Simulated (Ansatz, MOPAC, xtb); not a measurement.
Barrier height from H + H2O (SMILES O) to the transition structure H3O, without zero-point energy, on the benchmark's geometries as Psi4's copy of the set gives them.
Transition structure (charge 0, multiplicity 2):
```xyz
4

O     -0.30106    -0.10805    -0.00001
H     -0.42795     0.85157     0.00002
H      1.01549    -0.10037     0.00012
H      1.82097     0.11319    -0.00007
```
Reactant (charge 0, multiplicity 1):
```xyz
3

O      0.000     0.000    -0.066
H      0.000    -0.757     0.520
H      0.000     0.757     0.520
```

Open shells are unrestricted; no spin–orbit coupling.

The state that PM6 reach isn't checked.

Codes used: Ansatz (a program for electronic structure) with Gaussian orbitals; MOPAC for PM6 (differences of heats of formation); xtb for the GFN methods. Values without a source in brackets are computed. The GFN methods have no spin term and hold the electronic entropy of 300 K.

Problem. One of these levels gives 13.41 kcal/mol for the barrier height. Which?
A. PM6
B. GFN1-xTB
C. revPBE/def2-TZVPPD
D. wB97X-V/def2-TZVPPD

Solution. C, revPBE/def2-TZVPPD. The others give -12.31 (PM6), 10.96 (GFN1-xTB), 18.43 (wB97X-V/def2-TZVPPD)
